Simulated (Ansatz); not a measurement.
For Cs2AgBiBr6 (Fm-3m, No. 225), r²SCAN+rVV10 (Ansatz, a first-principles code, plane waves, PAW) gives:

| Property | Value |
|---|---|
| lattice parameter a | 11.238 Å |
| band gap | 1.60 eV |

Question: What does HSE06 (Ansatz, PAW) give for the same quantities?

Answer: 
- lattice constant a: 11.417 Å (grows by 1.6 %)
- band gap: 2.22 eV (rises by 0.62 eV)

For comparison: lattice constant a 11.232 Å (measured, 298 K, copied from a table, unchecked, no zero-point or thermal correction; as tabulated in Journal of the American Chemical Society 139, 5015 (2017)).

Changes are worked out from the printed values.

Unless a cell is named, each level is at its own relaxed cell (r²SCAN+rVV10 35.48, HSE06 37.20 Å³/atom).

Levels without +SOC leave out spin–orbit coupling, which shifts energies and cells of such heavy elements.

Levels without +SOC have no spin–orbit coupling; where heavier elements are present it shifts gaps, mostly down, and can invert bands. Density-functional gaps are differences of (generalised) Kohn–Sham levels.

Ansatz's density-functional and Hartree–Fock values are scalar-relativistic unless marked +SOC, with PAW data made under PBE.
